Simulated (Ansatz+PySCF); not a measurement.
# doublet NO: levels of theory in one basis

```yaml
atoms:
  - { symbol: N, position_ang: [0.0000, 0.0000, -0.7311] }
  - { symbol: O, position_ang: [0.0000, 0.0000, 0.6397] }
```

Basis set: STO-3G (spherical functions). Left uncorrelated: 2 orbitals. Correlation on ROHF uses semicanonical orbitals with singles. Charge 0, multiplicity 2.

Computed with Ansatz (development build ahead of 0.2.0); each method stands on the lowest determinant of its kind that the runs found.

```tsv
method	E − E(ROHF) (eV)	<S²> of the determinant
ROHF	0.00	0.75
UHF	-2.14	1.56
ROHF-MP2	-4.76	–
UHF-MP2	-3.40	1.56
ROHF-CCSD	-4.96	–
UHF-CCSD	-5.15	1.56
ROHF-CCSD(T)	-5.11	–
UHF-CCSD(T)	-5.21	1.56
```

What does full CI (lowest root of this spin) give on the same scale?

-5.25 eV.

Is a single determinant a sound starting point here?

It is doubtful. Unrestricted orbitals lower Hartree–Fock by 2.14 eV and <S²> is 1.56 where a pure state has 0.75, a sign of strong static correlation.

Caution for ROHF, ROHF-MP2, ROHF-CCSD, ROHF-CCSD(T): an unrestricted determinant lies well below. Caution for UHF, UHF-MP2, UHF-CCSD, UHF-CCSD(T): the unrestricted determinant is a mixture of spin states; the determinant may break the point group. Caution for ROHF-MP2, UHF-MP2, ROHF-CCSD, UHF-CCSD, ROHF-CCSD(T), UHF-CCSD(T): large amplitudes, a single reference is doubtful. Caution for UHF-MP2, ROHF-CCSD(T): another reference gives a lower total. Caution for ROHF-CCSD, ROHF-CCSD(T): the program doubts this total.
